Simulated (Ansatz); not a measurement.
Reaction (SMILES): [CH] (CH) → C atom + H atom
B3LYP-D3(BJ)/def2-TZVP geometries, fixed; electronic energies without zero-point terms.

Basis-set convergence of the atomisation energy at r2SCAN with Ansatz (a program for electronic structure). Cartesian d functions, on some or all atoms, in 6-31G*, 6-31G**, 6-31+G*; all else is spherical. The program fits the integrals of some runs and decomposes those of others, by size. An unrestricted r2SCAN determinant is markedly spin-contaminated. Open shells are unrestricted. No added dispersion term, no relativity. Functions are those of the species that has most. Reference: the value in aug-cc-pV5Z, 83.20 kcal/mol, itself unsure by roughly 0.04 kcal/mol (its mean distance from pcseg-4, aug-pcseg-3, aug-cc-pVQZ). Deviations are taken from unrounded values.

```csv
basis,functions,atomisation energy (kcal/mol),minus reference (kcal/mol)
STO-3G,6,95.33,12.13
3-21G,11,75.25,-7.95
6-31G*,17,80.53,-2.67
def2-SVP,19,82.23,-0.97
6-31G**,20,81.77,-1.43
6-31+G*,21,80.89,-2.31
6-311G**,24,81.41,-1.79
aug-pcseg-1,32,82.34,-0.86
def2-TZVP,37,82.58,-0.62
def2-TZVPP,45,82.84,-0.36
jun-cc-pV(T+d)Z,53,83.01,-0.19
def2-TZVPPD,54,82.95,-0.25
cc-pVQZ,85,82.99,-0.20
def2-QZVPP,87,83.02,-0.18
pcseg-3,93,83.15,-0.05
aug-cc-pVQZ,126,83.11,-0.09
cc-pV5Z,146,83.15,-0.05
aug-cc-pV5Z,207,83.20,0.00
```
